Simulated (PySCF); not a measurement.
## Molecular orbitals of F2

LDA at R = 1.379 Å; PySCF, no relativity, basis sets F def2-SVPD. State: ¹Σg⁺ (singlet), closed shell. Only the outer orbitals are listed.

```json
{"orbital": "σg", "occ.": "2", "ε (eV)": "-34.14", "main shells (%)": "90 s, 9 p"}
{"orbital": "σu", "occ.": "2", "ε (eV)": "-26.70", "main shells (%)": "98 s"}
{"orbital": "σg", "occ.": "2", "ε (eV)": "-16.07", "main shells (%)": "90 p, 10 s"}
{"orbital": "πu", "occ.": "2", "ε (eV)": "-13.42", "main shells (%)": "99 p"}
{"orbital": "πu", "occ.": "2", "ε (eV)": "-13.42", "main shells (%)": "99 p"}
{"orbital": "πg", "occ.": "2", "ε (eV)": "-9.66", "main shells (%)": "100 p"}
{"orbital": "πg", "occ.": "2", "ε (eV)": "-9.66", "main shells (%)": "100 p"}
{"orbital": "σu", "occ.": "0", "ε (eV)": "-5.84", "main shells (%)": "98 p"}
{"orbital": "σg", "occ.": "0", "ε (eV)": "2.30", "main shells (%)": "101 s"}
```

Task: Which are the highest filled and the lowest empty level, where do they sit, and how wide is the gap?

Result: Highest filled πg at -9.66 eV (in %: 100 p); lowest empty σu at -5.84 eV (in %: 98 p); the gap at LDA is 3.82 eV.

```
bond order (Mayer)             : 0.99
⟨S²⟩                           : 0.000
polarisability along the bond  : 11.7 bohr³
polarisability across the bond : 6.6 bohr³
```

Shares are Mulliken populations and can fall outside 0 to 100 %.
